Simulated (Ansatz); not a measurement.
# Which is lower?

Two relaxed structures of CH₅SSi (charge -1), closed shell (PBE0-D4/def2-TZVPD; forces vanish, vibrations not checked).

A:

| atom | x (Å) | y (Å) | z (Å) |
| --- | --- | --- | --- |
| Si1 | 0.3775 | 0.3002 | 0.4300 |
| C2 | -0.8165 | 0.8024 | -0.7467 |
| S3 | 0.7564 | -1.8879 | 1.0100 |
| H4 | -1.8812 | 0.6529 | -0.5732 |
| H5 | -0.5384 | 0.8112 | -1.8002 |
| H6 | 0.1454 | 0.7240 | 1.8548 |
| H7 | 1.7655 | 0.7347 | 0.0565 |
| H8 | 0.7583 | -2.3360 | -0.2549 |

B:

```xyz
8
angstrom
Si -0.6750 0.2566 -1.1088
C 0.5430 0.1447 0.4316
S 0.7788 -1.5766 0.9496
H -1.9900 0.2657 -0.3077
H -0.6140 1.7941 -1.2520
H 0.1616 0.6844 1.3018
H 1.5164 0.5655 0.1649
H 0.2792 -2.1344 -0.1795
```

Ansatz 0.2.0; basis: def2-TZVPPD; cores frozen in the correlated methods. B3LYP uses VWN-RPA correlation.

(1) Which structure is lower at CCSD(T), and by how much? (Judge from chemistry; the value comes from the calculation.)

T1 diagnostic: at most 0.014.

Answers

(1) The calculation gives: A, by 67.4 kJ/mol (electronic energy, against the other). By their contacts, A is CH₅SSi ([CH2][SiH2][SH]), total charge -1 and B is CH₅SSi ([SiH2][CH2][SH]), total charge -1.

All methods give the same order:

```
   method  E(B) − E(A) (kJ/mol)
   PBE-D4                  61.6
r2SCAN-D4                  73.1
  PBE0-D4                  62.8
 B3LYP-D4                  68.1
  wB97M-V                  68.0
       HF                  73.1
      MP2                  80.0
     CCSD                  67.0
  CCSD(T)                  67.4
```

Labels in which every atom is bracketed show which atoms are joined, not bond orders.

For scale, one of the runs: CCSD(T)/def2-TZVPPD, 221 basis functions, launched by `ansatz run in.yaml --threads 2 --pin off --events-out ev --progress --plain --max-ram 4352MiB`. The run took 24 s on 2 CPU threads of an Intel Xeon 6975P-C (shared host), with 3.3 GiB of host memory at its peak.
